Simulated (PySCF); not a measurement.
Molecule: AlCl₃, SMILES [Cl][Al]([Cl])[Cl]. Atoms near the plane z = 0.6 Å, at the PBE0/def2-SVP optimised geometry (x, y, z in Å): Al1 (-0.5, 0.0, 0.0), Cl2 (1.6, 0.0, 0.0), Cl3 (-1.6, 1.8, 0.0), Cl4 (-1.6, -1.8, 0.0).

Method: PySCF with PBE0/def2-TZVP. The values are rescaled to run from 0 to 1.

```
|:::::::::::::::::::::::::::::::|
|:::::::::::::::::::::::::::::::|
|:::::::::::::::::::::::::::::::|
|::::::::---::::::::::::::::::::|
|::::::-------::::::::::::::::::|
|:::::---------:::::::::::::::::|
|:::::----:-----::::::::::::::::|
|::::----. .:---::::::::::::::::|
|::::---:   :---::::::::::::::::|
|::::---:   :----:::::::::::::::|
|::::----:.:-----::------:::::::|
|:::::-----------:--------::::::|
|::::::--------------------:::::|
|::::::-------=------:::---:::::|
|::::::::----*@#----:  .----::::|
|:::::::::--=@@@=---:   :---::::|
|::::::::----*@#----:  .----::::|
|::::::-------=------::----:::::|
|::::::--------------------:::::|
|:::::-----------:--------::::::|
|::::----:.:-----::------:::::::|
|::::---:   :----:::::::::::::::|
|::::---:   :---::::::::::::::::|
|::::----. .:---::::::::::::::::|
|:::::----:-----::::::::::::::::|
|:::::---------:::::::::::::::::|
|::::::-------::::::::::::::::::|
|::::::::---::::::::::::::::::::|
|:::::::::::::::::::::::::::::::|
|:::::::::::::::::::::::::::::::|
|:::::::::::::::::::::::::::::::|
```
Scale: ten equal steps from 0.000 (start of ' ') to 1.00 (end of '@'), in the order ' .:-=+*#%@'; x runs from -4.00 to 4.00, y from -4.00 (bottom) to 4.00 (top).

Which quantity is mapped?
(A) deformation density (molecule minus spherical neutral atoms)
(B) electron localisation function
(C) Laplacian of the electron density
(D) an orbital amplitude

C, Laplacian of the electron density. In full: Laplacian of the electron density (e/bohr⁵), clipped to [-1.50, 1.50].
